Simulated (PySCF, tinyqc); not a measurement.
CID on RHF in the sto-6g basis, frozen core, for LiH, spin multiplicity 1, step by step. The lowest restricted solution is unstable here: a spin-polarised one lies 0.0844 hartree lower (PySCF). One step of it, computed by the program tinyqc.

Task: Iteration 1: building the Fock matrix. J_ij = sum D_kl (ij|kl), K_ij = sum D_kl (ik|jl); F = H + J - 0.5 K; E = tr D H + tr D J / 2 - 0.25 tr D K + E_nn.

D at the start, lower triangle:
```
            1Li 1s    1Li 2s   1Li 2px   1Li 2py   1Li 2pz     2H 1s
1Li 1s    2.087224
1Li 2s   -0.348200  1.369017
1Li 2px   0.000000  0.000000  0.000000
1Li 2py   0.000000  0.000000  0.000000  0.000000
1Li 2pz  -0.181244  0.885754  0.000000  0.000000  0.574053
2H 1s    -0.037503  0.214508  0.000000  0.000000  0.139162  0.033756
```

core Hamiltonian H = T + V (hartree), lower triangle:
```
            1Li 1s     1Li 2s    1Li 2px    1Li 2py    1Li 2pz      2H 1s
1Li 1s   -4.622380
1Li 2s   -0.979627  -1.264511
1Li 2px   0.000000   0.000000  -1.040121
1Li 2py   0.000000   0.000000   0.000000  -1.040121
1Li 2pz  -0.004603  -0.051604   0.000000   0.000000  -1.072677
2H 1s    -0.010639  -0.150759   0.000000   0.000000  -0.227241  -0.986972
```

Two-electron integrals (ij|kl) in chemists' order, unique and non-zero (hartree):
```
(11|11) 1.681247   (21|11) 0.242603   (21|21) 0.044507   (22|11) 0.397190
(22|21) 0.090279   (22|22) 0.290625   (31|31) 0.009437   (32|31) 0.014261
(32|32) 0.064236   (33|11) 0.397190   (33|21) 0.090279   (33|22) 0.290625
(33|33) 0.313125   (41|41) 0.009437   (42|41) 0.014261   (42|42) 0.064236
(43|43) 0.016875   (44|11) 0.397190   (44|21) 0.090279   (44|22) 0.290625
(44|33) 0.279374   (44|44) 0.313125   (51|51) 0.009437   (52|51) 0.014261
(52|52) 0.064236   (53|53) 0.016875   (54|54) 0.016875   (55|11) 0.397190
(55|21) 0.090279   (55|22) 0.290625   (55|33) 0.279374   (55|44) 0.279374
(55|55) 0.313125   (61|11) 0.002472   (61|21) 0.000450   (61|22) 0.000947
(61|33) 0.000933   (61|44) 0.000933   (61|51) 0.000061   (61|52) 0.000134
(61|55) 0.000974   (61|61) 0.000005   (62|11) 0.025930   (62|21) 0.006080
(62|22) 0.024041   (62|33) 0.022689   (62|44) 0.022689   (62|51) 0.000823
(62|52) 0.007264   (62|55) 0.026744   (62|61) 0.000077   (62|62) 0.005684
(63|31) 0.000223   (63|32) 0.001482   (63|53) 0.000723   (63|63) 0.000180
(64|41) 0.000223   (64|42) 0.001482   (64|54) 0.000723   (64|64) 0.000180
(65|11) 0.038683   (65|21) 0.009096   (65|22) 0.036487   (65|33) 0.034244
(65|44) 0.034244   (65|51) 0.001296   (65|52) 0.011511   (65|55) 0.040973
(65|61) 0.000116   (65|62) 0.009099   (65|65) 0.014599   (66|11) 0.171977
(66|21) 0.040542   (66|22) 0.170426   (66|33) 0.160102   (66|44) 0.160102
(66|51) 0.004602   (66|52) 0.050649   (66|55) 0.191072   (66|61) 0.000503
(66|62) 0.057723   (66|65) 0.093956   (66|66) 0.774999
```

nuclear repulsion = 0.51593488 hartree

Give: Coulomb J; exchange K; Fock matrix F; total energy of this density.

Result:

Coulomb J (hartree), lower triangle:
```
         1Li 1s  1Li 2s  1Li 2px  1Li 2py  1Li 2pz  2H 1s
1Li 1s    4.139
1Li 2s    0.657   1.357
1Li 2px   0.000   0.000    1.349
1Li 2py   0.000   0.000    0.000    1.349
1Li 2pz   0.023   0.117    0.000    0.000    1.373
2H 1s     0.007   0.118    0.000    0.000    0.179  0.839
```

exchange K (hartree), lower triangle:
```
         1Li 1s  1Li 2s  1Li 2px  1Li 2py  1Li 2pz  2H 1s
1Li 1s    3.407
1Li 2s    0.485   0.477
1Li 2px   0.000   0.000    0.108
1Li 2py   0.000   0.000    0.000    0.108
1Li 2pz   0.020   0.310    0.000    0.000    0.294
2H 1s     0.010   0.122    0.000    0.000    0.111  0.109
```

Fock matrix F (hartree), lower triangle:
```
         1Li 1s  1Li 2s  1Li 2px  1Li 2py  1Li 2pz   2H 1s
1Li 1s   -2.186
1Li 2s   -0.565  -0.146
1Li 2px   0.000   0.000    0.255
1Li 2py   0.000   0.000    0.000    0.255
1Li 2pz   0.008  -0.090    0.000    0.000    0.153
2H 1s    -0.009  -0.094    0.000    0.000   -0.104  -0.203
```

total energy of this density = -7.52512 hartree
